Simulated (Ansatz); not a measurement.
Mg2O. Total charge 0; singlet. Geometry B3LYP-D4/def2-TZVP.

```xyz
3

Mg   -1.078    1.165    0.861
Mg    1.078   -1.165   -0.861
O     0.000    0.000    0.000
```

B3LYP takes the VWN-RPA correlation. HSE06 is defined as in plane-wave codes, on full-range PBE exchange. The restricted singlet is unstable towards broken spin symmetry at other levels; at PBE-D4/def2-TZVPD, revPBE-D4/def2-TZVP, B3LYP-D4/def2-TZVP, HSE06-D4/def2-TZVP this wasn't settled. At PBE0-D4/def2-TZVP the restricted singlet is unstable: a solution with broken spin symmetry lies lower. At PBE0-D4/def2-TZVP a triplet of charge 0 lies 0.50 eV below the restricted singlet, each at its own geometry. The structure comes from a short search, and lower isomers may exist.

(1) Estimate the orbital energies around the gap (eV) in Ansatz with PBE-D4/def2-TZVPD, revPBE-D4/def2-TZVP, B3LYP-D4/def2-TZVP, PBE0-D4/def2-TZVP, HSE06-D4/def2-TZVP.

## Answers

(1) 
```json
{"orbital": "HOMO−5", "PBE-D4/def2-TZVPD": "-46.41", "revPBE-D4/def2-TZVP": "-46.39", "B3LYP-D4/def2-TZVP": "-49.88", "PBE0-D4/def2-TZVP": "-50.57", "HSE06-D4/def2-TZVP": "-50.15"}
{"orbital": "HOMO−4", "PBE-D4/def2-TZVPD": "-20.37", "revPBE-D4/def2-TZVP": "-20.39", "B3LYP-D4/def2-TZVP": "-22.54", "PBE0-D4/def2-TZVP": "-23.21", "HSE06-D4/def2-TZVP": "-22.79"}
{"orbital": "HOMO−3", "PBE-D4/def2-TZVPD": "-7.46", "revPBE-D4/def2-TZVP": "-7.38", "B3LYP-D4/def2-TZVP": "-8.55", "PBE0-D4/def2-TZVP": "-8.84", "HSE06-D4/def2-TZVP": "-8.43"}
{"orbital": "HOMO−2", "PBE-D4/def2-TZVPD": "-5.70", "revPBE-D4/def2-TZVP": "-5.64", "B3LYP-D4/def2-TZVP": "-6.82", "PBE0-D4/def2-TZVP": "-7.11", "HSE06-D4/def2-TZVP": "-6.70"}
{"orbital": "HOMO−1", "PBE-D4/def2-TZVPD": "-5.70", "revPBE-D4/def2-TZVP": "-5.64", "B3LYP-D4/def2-TZVP": "-6.82", "PBE0-D4/def2-TZVP": "-7.11", "HSE06-D4/def2-TZVP": "-6.70"}
{"orbital": "HOMO", "PBE-D4/def2-TZVPD": "-4.01", "revPBE-D4/def2-TZVP": "-3.95", "B3LYP-D4/def2-TZVP": "-4.34", "PBE0-D4/def2-TZVP": "-4.38", "HSE06-D4/def2-TZVP": "-4.07"}
{"orbital": "LUMO", "PBE-D4/def2-TZVPD": "-3.44", "revPBE-D4/def2-TZVP": "-3.41", "B3LYP-D4/def2-TZVP": "-3.17", "PBE0-D4/def2-TZVP": "-3.07", "HSE06-D4/def2-TZVP": "-3.37"}
{"orbital": "LUMO+1", "PBE-D4/def2-TZVPD": "-0.83", "revPBE-D4/def2-TZVP": "-0.60", "B3LYP-D4/def2-TZVP": "-0.17", "PBE0-D4/def2-TZVP": "-0.06", "HSE06-D4/def2-TZVP": "-0.40"}
{"orbital": "LUMO+2", "PBE-D4/def2-TZVPD": "-0.83", "revPBE-D4/def2-TZVP": "-0.60", "B3LYP-D4/def2-TZVP": "-0.17", "PBE0-D4/def2-TZVP": "-0.06", "HSE06-D4/def2-TZVP": "-0.40"}
{"orbital": "LUMO+3", "PBE-D4/def2-TZVPD": "-0.73", "revPBE-D4/def2-TZVP": "-0.59", "B3LYP-D4/def2-TZVP": "-0.12", "PBE0-D4/def2-TZVP": "-0.01", "HSE06-D4/def2-TZVP": "-0.37"}
{"orbital": "LUMO+4", "PBE-D4/def2-TZVPD": "-0.73", "revPBE-D4/def2-TZVP": "-0.59", "B3LYP-D4/def2-TZVP": "-0.12", "PBE0-D4/def2-TZVP": "-0.01", "HSE06-D4/def2-TZVP": "-0.37"}
{"orbital": "LUMO+5", "PBE-D4/def2-TZVPD": "-0.14", "revPBE-D4/def2-TZVP": "0.22", "B3LYP-D4/def2-TZVP": "0.65", "PBE0-D4/def2-TZVP": "0.78", "HSE06-D4/def2-TZVP": "0.42"}
```
